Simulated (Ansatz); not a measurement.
Relaxation of CH4N2 (7 atoms, charge 0, multiplicity 1), to a largest force component of 0.02 eV/Å in at most 50 steps.

Method: Ansatz 0.2.0, RKS PBE-D4/def2-SVP.

```xyz
7
Properties=species:S:1:pos:R:3
N -0.877 -0.868 -0.559
C -0.209 0.175 -0.222
N 0.949 0.035 0.389
H -1.702 -0.477 -1.041
H -0.331 -1.684 -0.218
H 1.239 0.761 1.074
H 1.161 -0.913 0.736
```

Task: Where does it end, and by what steps?

Result: It converged. After 6 steps the energy has fallen by 1.049 eV; H5 moved furthest, 0.28 Å.

```csv
step,energy less start (eV),largest force component (eV/Å),accepted
0,0.0000,4.795,yes
1,-0.5930,1.720,yes
2,-0.9747,1.260,yes
3,-0.9847,0.844,yes
4,-1.0481,0.125,yes
5,-1.0487,0.021,yes
6,-1.0489,0.006,yes
```

```xyz
7
Properties=species:S:1:pos:R:3
N -0.850 -0.786 -0.564
C -0.231 0.316 -0.118
N 0.876 0.048 0.588
H -1.703 -0.695 -1.111
H -0.530 -1.762 -0.397
H 1.423 0.814 0.975
H 1.243 -0.906 0.786
```

The run took 8.2 s on 1 thread of Arm Neoverse V2, with other jobs on the host, peak memory 0.1 GiB.
